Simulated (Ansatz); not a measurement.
The cluster LiH2, relaxed as a doublet with UKS r2SCAN-D4/def2-TZVP in Ansatz, starting from the GFN1-xTB geometry. Force threshold 0.02 eV/Å.

The structure comes from a short search, and lower isomers may exist.

Start:

```xyz
3

Li   -0.1271    0.4658   -0.5046
H    -0.2104   -1.0496   -0.4344
H     0.3375    0.5838    0.9390
```

(1) Estimate the energy that the relaxation releases and the steps that it takes.

(2) Does the start keep its bonding and symmetry?

(3) Predict the relaxed structure.

Answers

(1) 41.6 kcal/mol, in 18 steps; 1.9 s on 4 threads of AMD EPYC 9R45 on a shared host. The force fell under the threshold at step 17, but the optimiser went on. No frequencies were taken in this run, so the end may be a saddle point.

(2) Bonds lost: Li1–H2, Li1–H3 (atoms count from 1). Bonds formed: H2–H3 (atoms count from 1). The end holds 2 separate pieces. Point group C2v at the start, C2 at the end, both within 0.05 Å.

(3) 
Cartesian coordinates in Å:
```
Li -0.558 2.046 -2.216
H 0.185 -1.294 0.871
H 0.373 -0.752 1.344
```
Bond lengths: 1 × H–H 0.74 Å.
